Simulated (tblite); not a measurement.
C4H6NO (doublet state).
Structure used (GFN2-xTB), in Å, numbered top down from 1:
```
atom  x, y, z in Å
C1    -0.7470    1.3120   -0.0508
C2    -0.5260   -0.0466    0.0027
C3    -1.4826   -0.9889   -0.3029
C4     0.8103   -0.5725    0.4544
N5     1.8757    0.1391    0.0134
O6     0.9304   -1.5534    1.1539
H7     0.0014    2.0262    0.2403
H8    -1.7140    1.6960   -0.3244
H9    -2.4614   -0.7026   -0.6436
H10   -1.2627   -2.0347   -0.1945
H11    2.7998   -0.1740    0.2604
H12    1.7773    0.8988   -0.6350
```

Computed values, GFN2-xTB/tblite, gas phase, harmonic and unscaled. This tight-binding method is rough: wavenumbers can miss measured ones by several per cent, in bad cases by 10 to 20. One conformer, not necessarily the lowest. Open shells enter through the occupations alone, without spin polarisation, and single modes of such species can be off by tens of per cent.

Harmonic wavenumbers (cm⁻¹): 62.3, 233.7, 277.2, 312.5, 359.5, 471.3, 482.8, 519.5, 550.4, 594.8, 724.3, 764.7, 765.6, 782.4, 942.3, 1019.1, 1030.4, 1250.2, 1345.2, 1365.3, 1444.1, 1460.1, 1467.0, 1752.9, 3112.7, 3118.5, 3148.3, 3165.4, 3471.5, 3548.6.

A = 5546, B = 3442, C = 2315 MHz; mass 84.045 u (most abundant isotopes); point group C1, symmetry number 1; spin multiplicity 2.

Q: What is the zero-point energy?

A: Half the sum of the wavenumbers: 19771 cm⁻¹ = 56.53 kcal/mol.

Q: Entropy at 298.15 K, 1 bar (ideal gas, RRHO, classical rotation)?

A: Translation 39.23, rotation 26.39, vibration 14.69, spin (R ln 2) 1.38: S = 81.7 cal/(mol K).

Q: And Cp and H(298.15 K) − H(0)?

A: Cp = 27.36 cal/(mol K), of which vibrations give 19.42 (their classical limit is 30 R = 59.6); H(298.15 K) − H(0) = 4.94 kcal/mol without the zero-point energy, 2.57 from vibrations.

Q: What must be added to the electronic energy to get the Gibbs energy at 298.15 K and 1 bar?

A: ZPE + [H(298.15 K) − H(0)] − T·S = 56.53 + 4.94 − 24.35 = 37.12 kcal/mol.

Q: Which modes carry the vibrational entropy at 298.15 K?

A: 62.3 cm⁻¹: 4.38; 233.7 cm⁻¹: 1.85; 277.2 cm⁻¹: 1.55; 312.5 cm⁻¹: 1.35; 359.5 cm⁻¹: 1.12; 471.3 cm⁻¹: 0.73 cal/(mol K); the other 24 give 3.70 together.

Q: How do the functions run with temperature in this model?

A: 
```
T (K)  S (cal/(mol K))  Cp (cal/(mol K))  H − H(0) (kcal/mol)  G − H(0) (kcal/mol)  ln q(vib)
  100             61.3              12.4                 0.98                -5.15       0.60
  200             72.2              20.2                 2.60               -11.85       1.70
  300             81.9              27.5                 4.99               -19.56       3.08
  500             98.6              38.3                11.65               -37.66       6.13
  800            118.9              47.7                24.69               -70.42      10.63
 1000            130.0              51.8                34.66               -95.33      13.42
```

q(vib) and H(0) count from the zero-point level.

Q: Blend soft modes into free rotors: weight 1/[1 + (100 cm⁻¹/ν̃)⁴] for the oscillator and the rest for a rotor with moment μB/(μ + B), μ = h/(8π²ν), B = 10⁻⁴⁴ kg m². What vibrational entropy results?

A: 13.80 cal/(mol K) in place of 14.69, which changes −T·S at 298.15 K by +0.27 kcal/mol.

Hindered rotation and anharmonicity are outside this model. Other conformers, if any are populated, would add a mixing term that is left out. The structure is chiral; the term R ln 2 for an equal mix with its mirror image is left out.
